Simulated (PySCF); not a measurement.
C3H3Cl.
Numbering: `[Cl:1][CH:2]1[CH:3]=[CH:4]1` (hydrogens: H5 on C2; H6 on C3; H7 on C4)

Computed with PBE0-D3(BJ)/def2-SVP geometry optimisation, gas phase in PySCF 2.14.0.

(1) Give the optimised bond lengths and angles.

Answers

(1) 
```tsv
bond	length (pm)	order
Cl1–C2	180.2	single
C2–C3, C2–C4	147.0	single
C3=C4	130.4	double
C2–H5	109.7	single
C3–H6, C4–H7	108.7	single
```

Bonds in one row agree within 1 pm and their mean is given. Orders are formal, as drawn. A selection of angles:
```tsv
angle	degrees
Cl1–C2–C3	119.9
Cl1–C2–H5	108.0
C3–C2–C4	52.7
C3–C2–H5	123.7
C2–C3–C4	63.7
C2–C3–H6	145.6
C4–C3–H6	150.6
```

Torsions: Cl1–C2–C3–C4 -107° (anticlinal); Cl1–C2–C4–C3 107° (anticlinal).

The 3 C–C bonds span 1.304 Å (C3=C4, drawn double) to 1.470 Å (C2–C4, drawn single), a spread of 0.166 Å. The 3-membered ring C2–C3–C4 has internal angles of 52.7° to 63.7°.

Point group: Cs (every atom within 0.08 Å of its image). Whether it is a minimum is left open (no frequencies).
